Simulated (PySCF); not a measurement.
O3. Atoms are numbered in the order given.

```xyz
3

O      0.0000     1.0634     0.2113
O      0.0000     0.0000    -0.4227
O      0.0000    -1.0634     0.2113
```

Geometry optimised at PBE0-D3(BJ)/def2-TZVP. The molecule may have multireference character, which single-reference levels describe poorly.

All values below come from PBE/def2-TZVPD in PySCF.

Symmetry labels are those of the subgroup C2v that the program uses (full group C2v).

Computed valence orbital energies around the gap with their symmetry:
| orbital | symmetry | energy (eV) |
|---|---|---|
| HOMO−7 | B2 | -28.16 |
| HOMO−6 | A1 | -19.12 |
| HOMO−5 | B1 | -15.42 |
| HOMO−4 | B2 | -14.83 |
| HOMO−3 | A1 | -14.80 |
| HOMO−2 | A2 | -9.22 |
| HOMO−1 | B2 | -8.10 |
| HOMO | A1 | -7.81 |
| LUMO | B1 | -5.87 |
| LUMO+1 | A1 | 0.67 |
| LUMO+2 | A1 | 0.73 |
| LUMO+3 | B2 | 1.00 |
